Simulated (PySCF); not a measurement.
# BH5S (SMILES [BH3-][SH2+]) at MC-PDFT(8,9)/6-31G(d) (spherical functions, 3 states averaged)

Aim: the vertical singlet–triplet gap of BH5S at MC-PDFT(8,9)/6-31G* (spherical functions, 3 states averaged), from 2 runs. The job is set up through a Python script.

The results are computed with PySCF 2.14.0.

6 further runs of the same task are left out: 6 set aside as unsound or not needed.

### Step 1. The system as given

BH5S: 7 atoms, total charge 0, spin state singlet. SMILES: `[BH3-][SH2+]`. The coordinates come from a PBE0-D4/def2-TZVP relaxation.

Bond lengths: B1–S2 1.975 Å, B1–H3 1.207 Å, B1–H4 1.203 Å, B1–H5 1.207 Å, S2–H6 1.346 Å, S2–H7 1.346 Å. Angles: B1–S2–H6 103.7°, B1–S2–H7 103.7°, S2–B1–H3 100.3°, S2–B1–H4 107.0°, S2–B1–H5 100.3°, H6–S2–H7 92.5°, H3–B1–H4 116.2°, H3–B1–H5 113.7°, H4–B1–H5 116.2°.

### Step 2. The vertical excitations at MC-PDFT(8,9)/6-31G(d) (spherical functions, 3 states averaged)

Contents of start.xyz:

```xyz
7
BH5S
B     -0.525600    -0.461500    -0.504300
S      0.568600     0.977600     0.290900
H     -1.623200     0.036400    -0.431500
H     -0.344400    -1.447600     0.159700
H     -0.075400    -0.482100    -1.624500
H      0.286000     0.903800     1.604900
H      1.775400     0.405500     0.458900
```

Contents of run.py:

```python
import numpy
from pyscf import gto, scf, mcpdft

mol = gto.M(
    atom='start.xyz',
    verbose=3,
    spin=0,
    basis='6-31g*',
    max_memory=1860,
)

hf = scf.RHF(mol)
hf.kernel()

cas = mcpdft.CASSCF(hf, 'tPBE0', 9, 8)
cas.fix_spin_(ss=0.0)
cas = cas.state_average_([1 / 3] * 3)
cas.kernel()
states = list(cas.e_states)
etot = states[0]
print(f'total energy: {etot:.8f} hartree')

roots = (numpy.array(states[1:]) - states[0]) * 27.211386
print('state  energy (Eh)  excitation (eV)')
for i, e in enumerate(states):
    print('%3d %16.8f %9.4f' % (i, e, (e - states[0]) * 27.211386))
```

On the command line:

```
OMP_NUM_THREADS=1 python run.py
```

The program printed:

```text
converged SCF energy = -425.053732702851
CASSCF energy = -424.902125633872
CASCI E = -424.902125633872  E(CI) = -13.4213086808579  S^2 = 0.0000000
CASCI state-averaged energy = -424.902125633872
CASCI energy for each state
  State 0 weight 0.333333  E = -425.100106730496 S^2 = 0.0000000
  State 1 weight 0.333333  E = -424.822163844282 S^2 = 0.0000000
  State 2 weight 0.333333  E = -424.784106326838 S^2 = 0.0000000
MC-PDFT state 0 E = -425.5822869276677, Eot(t0.25*HF + 0.75*PBE, 0.25*HF + 0.75*PBE) = -23.5930354382693
MC-PDFT state 1 E = -425.30667581737947, Eot(t0.25*HF + 0.75*PBE, 0.25*HF + 0.75*PBE) = -23.530699868161193
MC-PDFT state 2 E = -425.28304677228454, Eot(t0.25*HF + 0.75*PBE, 0.25*HF + 0.75*PBE) = -23.5500309782999
total energy: -425.58228693 hartree
state  energy (Eh)  excitation (eV)
  0    -425.58228693    0.0000
  1    -425.30667582    7.4998
  2    -425.28304677    8.1427
```

Run time: 28 s. Hardware: 1 thread of Arm Neoverse V1, shared host; peak memory 0.37 GiB.

The roots found:

```csv
excited state,energy (eV)
1,7.500
2,8.143
```

### Step 3. The triplet, same level

Contents of input.xyz:

```xyz
7
BH5S
B     -0.525600    -0.461500    -0.504300
S      0.568600     0.977600     0.290900
H     -1.623200     0.036400    -0.431500
H     -0.344400    -1.447600     0.159700
H     -0.075400    -0.482100    -1.624500
H      0.286000     0.903800     1.604900
H      1.775400     0.405500     0.458900
```

Contents of input.py:

```python
import numpy
from pyscf import gto, scf, mcpdft

molecule = gto.Mole()
molecule.atom = 'input.xyz'
molecule.spin = 2
molecule.max_memory = 1860
molecule.basis = '6-31g*'
molecule.verbose = 3
molecule.charge = 0
molecule.build()

mf = scf.ROHF(molecule)
mf.kernel()
if not mf.converged:
    mf = mf.newton().run(mf.mo_coeff, mf.mo_occ)

cas = mcpdft.CASSCF(mf, 'tPBE0', 9, 8)
cas.fix_spin_(ss=2.0)
cas = cas.state_average_([1 / 3] * 3)
cas.kernel()
states = list(cas.e_states)
energy = states[0]
print('E = %.10f Eh' % energy)

roots = (numpy.array(states[1:]) - states[0]) * 27.211386
print('state  energy (Eh)  excitation (eV)')
for i, e in enumerate(states):
    print('%3d %16.8f %9.4f' % (i, e, (e - states[0]) * 27.211386))
```

On the command line:

```
OMP_NUM_THREADS=1 python input.py
```

The program printed:

```text
converged SCF energy = -424.807348003763
CASSCF energy = -424.813347728652
CASCI E = -424.813347728652  E(CI) = -12.5792787547376  S^2 = 2.0000000
CASCI state-averaged energy = -424.813347728652
CASCI energy for each state
  State 0 weight 0.333333  E = -424.842173828923 S^2 = 2.0000000
  State 1 weight 0.333333  E = -424.806916250479 S^2 = 2.0000000
  State 2 weight 0.333333  E = -424.790953106554 S^2 = 2.0000000
MC-PDFT state 0 E = -425.3314961060469, Eot(t0.25*HF + 0.75*PBE, 0.25*HF + 0.75*PBE) = -23.554442610024587
MC-PDFT state 1 E = -425.30107217214254, Eot(t0.25*HF + 0.75*PBE, 0.25*HF + 0.75*PBE) = -23.542424419689343
MC-PDFT state 2 E = -425.2931590829554, Eot(t0.25*HF + 0.75*PBE, 0.25*HF + 0.75*PBE) = -23.551319513579614
E = -425.3314961060 Eh
state  energy (Eh)  excitation (eV)
  0    -425.33149611    0.0000
  1    -425.30107217    0.8279
  2    -425.29315908    1.0432
```

Run time: 29 s. Hardware: 1 thread of Arm Neoverse V1, shared host; peak memory 0.37 GiB.

The roots found:

```
excited state  energy (eV)
            1        0.828
            2        1.043
```

### Step 4. Results

Level: MC-PDFT(8,9)/6-31G* (spherical functions, 3 states averaged).

| quantity | value |
| --- | --- |
| singlet: energy of the lowest of 3 roots | -425.58229 Eh |
| singlet: dipole moment (Hartree–Fock density) | 4.20 D |
| singlet: HOMO energy (Hartree–Fock orbitals) | -11.61 eV |
| singlet: LUMO energy (Hartree–Fock orbitals) | 3.61 eV |
| singlet: HOMO–LUMO gap (Hartree–Fock orbitals) | 15.22 eV |
| singlet: lowest excitation energy within this active space | 7.50 eV |
| triplet: energy of the lowest of 3 roots | -425.33150 Eh |
| triplet: dipole moment (Hartree–Fock density) | 3.19 D |
| triplet: lowest excitation energy within this active space | 0.83 eV |
| vertical energy of the triplet above the singlet | 6.824 eV |

In words: At this shape the triplet lies 6.82 eV (658 kJ/mol) above the singlet. The basis has no diffuse functions, so Rydberg states are missing or pushed up, and the true lowest state may lie lower.
